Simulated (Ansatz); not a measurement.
in.yaml

```yaml
crystal:
  periodic: [false, false, false]
  atoms:
    - {symbol: N, position_ang: [-0.000007, -0.160100, 2.209162]}
    - {symbol: Ge, position_ang: [0.000015, -0.147689, 0.572922]}
    - {symbol: O, position_ang: [-0.000001, -0.274884, -1.170536]}
    - {symbol: H, position_ang: [-0.000007, 0.582674, -1.611548]}
basis:
  gaussian: {orbitals: cc-pVDZ}
correlation: {active_space: {window: {electrons: 2, orbitals: 2}, places: [1, 2]}}
scf: {lower_state_search: off}
```

```sh
$ ansatz run in.yaml --threads 1 --pin off --events-out ev --progress --plain --max-ram 2393MiB
```

(1) One thing in this input was set wrong on purpose, beside settings that are merely unusual. What is the gravest fault, and what does the program do?

## Answers

(1) Two definitions of the active space. How the run ends: refused.
```
Error: invalid value for `correlation.active_space`: name one of window, places and ras
```
